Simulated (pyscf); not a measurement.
Thermochemistry of product channels of H₂N–SiH(NH₂)–I + H atom (H•) on the doublet surface, in kJ/mol, from ωB97M-D3(BJ)/def2-TZVP energies (ideal gas, 1 atm, RRHO with modes under 100 cm⁻¹ raised to 100, one conformer, R ln 2 for chiral ones without a mode under 150 cm⁻¹). PySCF, gas phase, ωB97X-D3(BJ)/def2-SVP geometries.

| products | ΔE | ΔH(298 K) | ΔG(298 K) | ΔG(1200 K) |
|---|---|---|---|---|
| H₂N–Si•(NH₂)–I + hydrogen (H₂) | ? | -47.4 | -52.1 | -64.8 |
| H₂N–SiH₂–NH₂ + I• | ? | -37.0 | -38.4 | -33.4 |

### Question
Complete the blanks.

### Answer

- H₂N–Si•(NH₂)–I + hydrogen (H₂), ΔE: -51.4
- H₂N–SiH₂–NH₂ + I•, ΔE: -51.5

These are energies of the channels, which say nothing of barriers. Left out: orbital degeneracy and the spin-orbit lowering of I, which is large for Br, Se, Te and I. Elements past Kr carry the def2 core potentials, without spin-orbit coupling.
